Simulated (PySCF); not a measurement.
## Core binding energy against partial charge

Compound: C5H4O.
SMILES with atom numbers: `[CH3:1][C:2]#[C:3][CH:4]=[C:5]=[O:6]`

Structure used (PBE0-D3(BJ)/def2-SVP), in Å, numbered top down from 1:
```xyz
10
C5H4O angstrom
C     -2.4215   -0.0606    0.0078
C     -0.9728   -0.1465   -0.0569
C      0.2395   -0.2117   -0.1093
C      1.6537   -0.3041   -0.1739
C      2.4402    0.7504    0.0121
O      3.1370    1.6607    0.1719
H     -2.8367   -0.7888    0.7226
H     -2.8842   -0.2491   -0.9741
H     -2.7353    0.9425    0.3366
H      2.1639   -1.2518   -0.3805
```

Binding energies: PySCF, delta-SCF UKS SCAN, pcX-2 on the ionised atom, pcseg-1 elsewhere, spin-free X2C. Charges: PBE0/pcSseg-1 ground-state density, for the ionised atom.

```
atom                             environment  C 1s (eV)  Mulliken (e)  IAO (e)  Hirshfeld (e)  ESP (e)
  C2                           alkyne carbon     290.07        -0.166   -0.052         -0.055   -0.052
  C3                           alkyne carbon     290.39        +0.036   -0.071         -0.084   +0.143
  C1                      propargylic carbon     291.56        -0.217   -0.425         -0.095   -0.493
  C4  outer carbon of cumulated double bonds     291.59        -0.443   -0.369         -0.108   -0.864
  C5              central carbon of a ketene     294.09        +0.397   +0.469         +0.224   +0.694
```

Q: How well does each charge scheme correlate with the binding energies over these sites?

A: Hirshfeld: r = 0.84, slope 9.5 eV per e; Mulliken: r = 0.60, slope 3.0 eV per e; IAO: r = 0.59, slope 2.6 eV per e; ESP: r = 0.43, slope 1.1 eV per e. Hirshfeld charges have the highest r, on only 5 points.

Q: The point-charge model writes a binding energy as kq + V + constant, with V the potential of the other atoms' charges at the site. What does it give with the IAO charges?

A: V = Σ 14.40 eV Å × q/r over all other atoms: -1.69 eV at C2, -1.36 eV at C3, +5.74 eV at C1, +5.32 eV at C4, -6.34 eV at C5. Fitting binding energy − V to q gives k = 16.6 eV per e and leaves an rms residual of 0.20 eV, against 1.14 eV for the fit on q alone. The model has no term for differences in relaxation between sites.

Spin contamination (⟨S²⟩ against 0.75 for a pure doublet) is marked for C 1s of C5 (0.92), which makes this value less certain. Geometry: PBE0-D3(BJ)/def2-SVP; no solvent, vibrations or thermal averaging.
